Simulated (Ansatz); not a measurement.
Results of PBE0 (PAW; Ansatz, a quantum-chemistry and plane-wave program) for CaB6-type CaB6.

Numerical settings: plane-wave cutoff 460 eV, 6×6×6 k mesh, Fermi–Dirac smearing 0.01 eV, scalar-relativistic PAW data made under PBE.

Cell (relaxed at this level):

```
CaB6
1.0
    4.13470     0.00000     0.00000
    0.00000     4.13470     0.00000
    0.00000     0.00000     4.13470
Ca B
1 6
Direct
  0.00000   0.00000   0.00000
  0.79735   0.50000   0.50000
  0.20265   0.50000   0.50000
  0.50000   0.79735   0.50000
  0.50000   0.20265   0.50000
  0.50000   0.50000   0.79735
  0.50000   0.50000   0.20265
```

### Question
Estimate the band gap and Γ–Γ gap that the calculation returns.

### Answer

band gap: 1.06 eV (on the SCF k mesh) (direct)
Γ–Γ gap: 4.65 eV

Measured, for comparison: band gap 1 eV (temperature not stated, no zero-point or thermal correction; as tabulated in Wu et al. (2004), arXiv:cond-mat/0401246).

The computed numbers hold no vibrational or temperature effects.
